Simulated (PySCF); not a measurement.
**Simulated absorption spectrum**

Compound: hydrogen sulfide, H2S.
SMILES: `S`

Theory: PySCF, TDDFT wB97X-D/def2-SVPD, vertical, gas phase, core orbitals frozen in the response. Isolated species at its GFN2-xTB geometry, gas phase.

Each state is given a Gaussian of 0.3 eV full width at half maximum, with ε(max) = 2.175×10⁸ f / Δν̃ (Δν̃ the width in cm⁻¹). The width is an assumption, not a result. The curve ends short of the highest state used, and states not computed would add to its high-energy end.

```csv
E (eV),ε (L mol⁻¹ cm⁻¹)
5.85,0
5.92,1
6.00,12
6.07,74
6.15,403
6.22,1285
6.30,3341
6.37,5579
6.45,6926
6.52,6057
6.60,3590
6.68,1435
6.75,465
6.83,89
6.90,15
6.98,1
7.05,0
7.13,0
7.20,0
7.28,0
7.35,0
7.43,0
7.50,0
7.58,0
7.66,0
7.73,0
7.81,0
7.88,1
7.96,4
8.03,14
8.11,46
8.18,94
8.26,147
8.33,158
8.41,129
8.49,121
8.56,204
8.64,422
8.71,627
8.79,706
8.86,669
8.94,1002
9.01,2444
9.09,6300
```

Question: Locate the maxima and give the states behind the curve.

Answer: 192 nm (6.45 eV), ε about 6900, made up of S2 (100%); 149 nm (8.31 eV), ε about 160, made up of S4 (99%); 141 nm (8.78 eV), ε about 710, made up of S5 (98%) (ε in L mol⁻¹ cm⁻¹; maxima over ε = 5, shares over 10%). At its high-energy end, 9.09 eV, the curve is still rising (ε about 6300, from S6). The states used: S1 6.30 eV (f 0.0000); S2 6.45 eV (f 0.077); S3 8.06 eV (f 0.0000); S4 8.31 eV (f 0.0018); S5 8.77 eV (f 0.0077); S6 9.24 eV (f 0.137); S7 9.43 eV (f 0.144); S8 9.69 eV (f 0.0022).

Question: On this curve, what absorbance would a 10⁻⁵ mol/L sample give at 193 nm over a 1 cm path?

Answer: 193 nm is 6.424 eV, where ε is about 6700 L mol⁻¹ cm⁻¹, so A = ε c l ≈ 0.067 (Beer–Lambert, with the gas-phase spectrum and the assumed width).

Question: Coming from long wavelengths, where does ε first pass 100 L mol⁻¹ cm⁻¹?

Answer: At about 204 nm (6.08 eV), 0.21 eV below S1.

Question: What would ε be at 6.45 eV, the highest of these maxima, with half the width (0.15 eV)?

Answer: About 13800 L mol⁻¹ cm⁻¹ against 6930, a factor of about 2.00; a lone state at its own centre would give exactly 2.
